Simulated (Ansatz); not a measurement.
We consider zinc-blende MgS (metastable phase), described by PBEsol in Ansatz (plane waves, PAW).

Settings: plane-wave cutoff 520 eV, 10×10×10 k mesh, Fermi–Dirac smearing 0.01 eV, scalar-relativistic PAW data made under PBE.

Pressure at four volumes; x = ln(V/22.565 Å³). One pressure is withheld.

```csv
V (Å³/atom),x,P (GPa)
21.211,-0.0619,?
21.663,-0.0408,2.56
22.565,0.0000,0.00
23.919,0.0583,-2.98
```

### Question
Pass a parabola P(x) through the three rows shown, estimate the bulk modulus and its pressure derivative near zero pressure, and predict the withheld pressure.

### Answer
Slopes between the rows: (0.00 − (2.56))/(0.0000 − (-0.0408)) = -62.75 and (-2.98 − (0.00))/(0.0583 − (0.0000)) = -51.11 GPa. Their difference over the span 0.0991 is c = 11.64/0.0991 = 117.5 GPa, so P(x) = 2.56 + (-62.75)(x − (-0.0408)) + 117.5 (x − (-0.0408))(x − (0.0000)). At the middle row B = −dP/dx = −[-62.75 + 117.5 × 0.0408] = 58.0 GPa, and B′ = dB/dP = 2c/B = 4.1. At x = -0.0619 the parabola gives 4.04 GPa; the run gives 4.05 GPa. The Birch–Murnaghan fit to the energies at all volumes has B0 = 57.7 GPa and B′ = 4.1.

Ansatz is a quantum-chemistry and plane-wave program.
